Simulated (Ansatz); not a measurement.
System: hcp Sc. Method: PBE (Ansatz, a first-principles code, PAW).

Run with plane-wave cutoff 520 eV, 12×12×8 k mesh (along the axes of the cell as run), Fermi–Dirac smearing 0.1 eV, perturbation theory, scalar-relativistic PAW data made under PBE.

The cell has the measured lattice parameters. Conventional cell: a = 3.3089 Å, b = 3.3089 Å, c = 5.2680 Å, α = 90.00°, β = 90.00°, γ = 120.00°.

Harmonic phonon frequencies (cm⁻¹; i marks an imaginary mode):

```
q point              frequencies
-------  -----------------------
Γ              0 0 0 129 129 207
M        118 126 187 196 199 218
K                              ?
```

Task: What belongs in the gaps?

Result: 
- K, frequencies: 166 166 168 168 202 202

No imaginary mode appears at these points.

Note: the cell isn't this level's own, so it is under some stress, which shifts stiffness and frequencies.
